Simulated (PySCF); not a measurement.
**Core binding energy against partial charge**

Species: C4H5OP.
Numbering: `[CH3:1][c:2]1[o:3][cH:4][cH:5][p:6]1`

Binding energies: delta-SCF UKS SCAN, pcX-2 on the ionised atom, pcseg-1 elsewhere, spin-free X2C (PySCF 2.14.0). Charges: PBE0/pcSseg-1 ground-state density, for the ionised atom.

| atom | environment | C 1s (eV) | Mulliken (e) | IAO (e) | Hirshfeld (e) | ESP (e) |
| --- | --- | --- | --- | --- | --- | --- |
| C5 | aromatic CH carbon | 290.15 | -0.470 | -0.426 | -0.146 | -0.074 |
| C1 | benzylic-type carbon | 291.09 | -0.169 | -0.431 | -0.124 | -0.753 |
| C2 | substituted aromatic carbon | 291.58 | -0.246 | -0.039 | +0.020 | +0.361 |
| C4 | aromatic CH next to a ring oxygen | 291.73 | +0.212 | +0.021 | +0.010 | -0.324 |

How well does each charge scheme correlate with the binding energies over these sites?

Hirshfeld: r = 0.89, slope 7.2 eV per e; IAO: r = 0.84, slope 2.5 eV per e; Mulliken: r = 0.80, slope 2.0 eV per e; ESP: r = 0.08, slope 0.1 eV per e. Hirshfeld charges have the highest r, on only 4 points.

The point-charge model writes a binding energy as kq + V + constant, with V the potential of the other atoms' charges at the site. What does it give with the Mulliken charges?

V = Σ 14.40 eV Å × q/r over all other atoms: +4.73 eV at C5, +2.67 eV at C1, +0.18 eV at C2, -5.08 eV at C4. Fitting binding energy − V to q gives k = 16.0 eV per e and leaves an rms residual of 1.50 eV, against 0.37 eV for the fit on q alone. The model has no term for differences in relaxation between sites.

Geometry: GFN2-xTB; no solvent, vibrations or thermal averaging.
